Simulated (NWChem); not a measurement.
# CH4O (methanol): levels of theory compared

Wanted: a comparison of 3 runs (B2PLYP/def2-TZVP, wB97X/def2-TZVP, MP3/def2-TZVP) of CH4O (methanol). 

The results are computed with NWChem 7.3.0.

## Step 1: The system as given

The species is CH4O (6 atoms), meant as a singlet with charge 0. SMILES: `CO`. Geometry: relaxed at PBE0-D4/def2-TZVP.

Bond lengths: C1–O2 1.409 Å, C1–H3 1.090 Å, C1–H4 1.097 Å, C1–H5 1.097 Å, O2–H6 0.959 Å. Angles: C1–O2–H6 108.5°, O2–C1–H3 107.0°, O2–C1–H4 112.4°, O2–C1–H5 112.4°, H3–C1–H4 108.1°, H3–C1–H5 108.1°, H4–C1–H5 108.6°.

## Step 2: A single-point energy at B2PLYP/def2-TZVP (run 1)

File ch4o.nw:

```
start ch4o
title "CH4O"
memory stack 880 mb heap 220 mb global 1100 mb

geometry units angstrom noautosym nocenter noautoz
C       -0.088400      -0.207400      -0.275700
O       -0.165000       0.316500       1.030100
H       -0.864700      -0.968400      -0.360900
H        0.878800      -0.683600      -0.479200
H       -0.272700       0.554400      -1.043400
H        0.512100       0.988500       1.129100
end

basis spherical bse
* library def2-TZVP
end

dft
xc hfexch 0.53 becke88 0.47 lyp 0.73 mp2 0.27
dftmp2 semidirect
grid xfine
convergence energy 1e-08
iterations 100
mulliken
noprint "final vectors analysis"
end

mp2
freeze core 2
end

task dft energy
```

Launch:

```sh
nwchem ch4o.nw > ch4o.out
```

Output:

```text
[...]
          Wavefunction type:  closed shell.
          No. of atoms     :     6
          No. of electrons :    18
[...]
          Charge           :     0
          Spin multiplicity:     1
[...]
          AO basis - number of functions:    86
[...]
              XC Information
              --------------
                     Hartree-Fock (Exact) Exchange  0.530
                    Becke 1988 Exchange Functional  0.470
              Lee-Yang-Parr Correlation Functional  0.730
[...]
 d= 0,ls=0.0,diis     1   -115.5049487562 -1.56D+02  5.05D-03  3.58D-01     2.6
[...]
 d= 0,ls=0.0,diis     8   -115.5420503561 -1.90D-09  3.88D-07  7.76D-09    17.5
         Total DFT energy =     -115.542050356140
      One electron energy =     -237.280271234040
           Coulomb energy =       96.582683866034
    Exchange-Corr. energy =      -15.302468525168
 Nuclear repulsion energy =       40.458005537033
[...]
      Total Density - Mulliken Population Analysis
     ---------------------------------------------
    Atom       Charge   Shell Charges
 -----------   ------   -------------------------------------------------------
    1 C    6     6.12   0.85  1.12  0.51  0.62  0.12  1.27  1.20  0.31  0.03  0.07  0.01
    2 O    8     8.50   0.79  1.18  0.58  0.92  0.32  1.89  1.94  0.84  0.00  0.03  0.00
    3 H    1     0.89   0.28  0.49  0.10  0.02
    4 H    1     0.91   0.28  0.49  0.12  0.02
    5 H    1     0.91   0.28  0.49  0.12  0.02
    6 H    1     0.69   0.26  0.34  0.04  0.05
[...]
  Basis functions       =     86
[...]
```

Wall time 20 s (1 thread of Intel Xeon 6975P-C (Granite Rapids), shared host); peak memory 0.19 GiB.

## Step 3: Energy and gradient at wB97X/def2-TZVP (run 2)

File ch4o.nw:

```
start ch4o
title "CH4O"
memory stack 880 mb heap 220 mb global 1100 mb

geometry noautosym nocenter noautoz
  C     -0.088400    -0.207400    -0.275700
  O     -0.165000     0.316500     1.030100
  H     -0.864700    -0.968400    -0.360900
  H      0.878800    -0.683600    -0.479200
  H     -0.272700     0.554400    -1.043400
  H      0.512100     0.988500     1.129100
end

basis spherical bse
  * library def2-TZVP
end

dft
  xc wb97x
  grid xfine
  convergence energy 1e-08
  maxiter 100
  mulliken
end

task dft gradient
```

Launch:

```sh
nwchem ch4o.nw > ch4o.out
```

Output:

```text
[...]
          Wavefunction type:  closed shell.
          No. of atoms     :     6
          No. of electrons :    18
[...]
          Charge           :     0
          Spin multiplicity:     1
[...]
          AO basis - number of functions:    86
[...]
              XC Information
              --------------
                       wb97x  Method XC Functional
                     Hartree-Fock (Exact) Exchange  1.000
                         wb97x Exchange Functional  1.000
                      wb97x Correlation Functional  1.000
[...]
 d= 0,ls=0.0,diis     1   -115.6978019774 -1.56D+02  5.10D-03  4.61D-01     5.3
[...]
 d= 0,ls=0.0,diis     8   -115.7384452464 -9.40D-09  8.89D-07  1.57D-08    43.2
         Total DFT energy =     -115.738445246437
      One electron energy =     -237.303762926102
           Coulomb energy =       96.601327664961
    Exchange-Corr. energy =      -15.494015522328
 Nuclear repulsion energy =       40.458005537033
[...]
  wavefunction    = closed shell
[...]
                         DFT ENERGY GRADIENTS
    atom               coordinates                        gradient
                 x          y          z           x          y          z
   1 C      -0.167052  -0.391929  -0.520997    0.000412   0.001906   0.003335
   2 O      -0.311805   0.598098   1.946607   -0.001284  -0.001890  -0.001577
   3 H      -1.634046  -1.830011  -0.682002   -0.000402  -0.000401  -0.000033
   4 H       1.660691  -1.291817  -0.905557    0.000532  -0.000483  -0.000524
   5 H      -0.515328   1.047664  -1.971740   -0.000132   0.000233  -0.000847
   6 H       0.967729   1.867994   2.133690    0.000875   0.000634  -0.000354
[...]
```

It took 69 s on 1 thread of Intel Xeon 6975P-C (Granite Rapids), shared host; peak memory 0.13 GiB.

## Step 4: A single-point energy at MP3/def2-TZVP (run 3)

File input.nw:

```
start input
title "CH4O"
memory stack 330 mb heap 110 mb global 1760 mb

geometry units angstrom noautosym nocenter noautoz
 C       -0.088400      -0.207400      -0.275700
 O       -0.165000       0.316500       1.030100
 H       -0.864700      -0.968400      -0.360900
 H        0.878800      -0.683600      -0.479200
 H       -0.272700       0.554400      -1.043400
 H        0.512100       0.988500       1.129100
end

basis spherical bse
 C library def2-TZVP
 O library def2-TZVP
 H library def2-TZVP
end

scf
 thresh 1e-08
 maxiter 80
end

tce
 scf
 mbpt3
 freeze core 2
 maxiter 60
end

task tce
```

Launch:

```sh
nwchem input.nw > input.out
```

Output:

```text
[...]
  functions       =    86
[...]
  wavefunction    = RHF
[...]
         Total SCF energy =   -115.092384764123
      One-electron energy =   -237.170494870271
      Two-electron energy =     81.620104569115
 Nuclear repulsion energy =     40.458005537033
        Time for solution =      7.7s
[...]
         Wavefunction type : Restricted Hartree-Fock
          No. of electrons :    18
[...]
         Spin multiplicity : singlet
[...]
```

Run time: 29 s. Hardware: 1 thread of Intel Xeon 6975P-C (Granite Rapids), shared host; peak memory 1.5 GiB.

## Step 5: All runs side by side

| run | level | task | frozen core orbitals | energy (Eh) | dipole moment (D) | wall time |
| --- | --- | --- | --- | --- | --- | --- |
| 1 | B2PLYP/def2-TZVP | energy | 2 | -115.676357 | 1.75 | 20 s |
| 2 | wB97X/def2-TZVP | gradient | – | -115.738445 | 1.72 | 69 s |
| 3 | MP3/def2-TZVP | energy | 2 | -115.524117 | – | 29 s |

## Step 6: Outcome

| quantity | value |
| --- | --- |
| run 3: total energy | -115.52412 Eh |
| run 3: HOMO energy (Hartree–Fock orbitals) | -12.23 eV |
| run 3: LUMO energy (Hartree–Fock orbitals) | 3.74 eV |
| run 3: HOMO–LUMO gap (Hartree–Fock orbitals) | 15.97 eV |
| run 3: correlation energy (2 core orbitals frozen) | -431.7 mEh |

Totals of different functionals can't be ranked against each other. All runs together took 2 min, the longest 69 s.
